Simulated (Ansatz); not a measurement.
A calculation with Ansatz (development build ahead of 0.2.0).

```yaml
crystal:
  periodic: [false, false, false]
  atoms:
    - { symbol: O, position_ang: [0.0, 0.7716, -0.65802] }
    - { symbol: H, position_ang: [0.0, 1.46709, -0.1009] }
    - { symbol: Cl, position_ang: [0.0, -0.44941, 0.31559] }
basis:
  gaussian: { orbitals: STO-3G }
hamiltonian:
  xc: hf
```

The input is written out in the form of the current development build from the run's settings.

The run gave:

```
Converged                       : yes
Total energy                    : -528.88693 hartree
Spin squared of the determinant : 0.000
```

Caution: no unrestricted run beside it, a lower state can exist.
